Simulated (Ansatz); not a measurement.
`BCO`, charge 0, multiplicity 1.

Task: Give a relaxed structure at PBE0-D4/def2-TZVP (Ansatz). (Estimate.)

Result: Ansatz gave: 
```xyz
8

B     0.762    0.462    0.094
C    -0.307   -0.394   -0.634
O    -0.824    0.276    0.602
H     0.945    1.594   -0.235
H     1.500   -0.083    0.866
H    -0.356   -1.476   -0.542
H    -0.882   -0.016   -1.473
H    -0.839   -0.364    1.321
```
